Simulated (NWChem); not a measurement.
Molecule: C₂H₅O, doublet; SMILES CC[O]

Program: NWChem. Pople sets run with spherical d functions. Spin-unrestricted. All runs use the structure optimised with PBE0/def2-SVP, spin-unrestricted. No stability test was run on the SCF state. Level B3LYP/6-31G*: single points from the atomic guess with DIIS by default; each run changes one setting, and all converged runs end within 0.3 mHa of each other.

### Question
Which setting needs the most SCF iterations, or fails (DIIS on 3 Fock matrices; defaults; DIIS on 20 Fock matrices; level shift of 0.5 Ha throughout; no level shifting)?

### Answer
level shift of 0.5 Ha throughout, with 13 against 8 for the defaults.
```json
[
 {"setting": "defaults", "SCF iterations": "8"},
 {"setting": "no level shifting", "SCF iterations": "8"},
 {"setting": "level shift of 0.5 Ha throughout", "SCF iterations": "13"},
 {"setting": "DIIS on 3 Fock matrices", "SCF iterations": "10"},
 {"setting": "DIIS on 20 Fock matrices", "SCF iterations": "8"}
]
```
